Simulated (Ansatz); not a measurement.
BC2, relaxed as a doublet with UKS PBE0-D4/def2-TZVP in Ansatz, starting from the GFN2-xTB geometry. Force threshold 0.02 eV/Å.

The structure comes from a short search, and lower isomers may exist.

Start:

```
atom   x (Å)   y (Å)   z (Å)
  B1  -0.401   0.277  -1.256
  C2   0.009  -0.009   0.040
  C3   0.392  -0.268   1.216
```

(1) Estimate the energy that the relaxation releases and the steps that it takes.

(2) Does the start keep its bonding and symmetry?

(3) Predict the relaxed structure.

Answers

(1) 0.3 kcal/mol, in 3 steps; 2 s on 4 threads of Arm Neoverse V1 on a shared host. No frequencies were taken in this run, so the end may be a saddle point.

(2) By distances, no bond broke or formed. The bond that changes most is B1–C2, from 1.39 to 1.37 Å (atoms count from 1). Point group C∞v at the start, C∞v at the end, both within 0.05 Å.

(3) 
```xyz
3

B    -0.399    0.275   -1.249
C     0.006   -0.007    0.031
C     0.393   -0.268    1.218
```
Bond lengths: 1 × B–C 1.37 Å; 1 × C–C 1.28 Å.
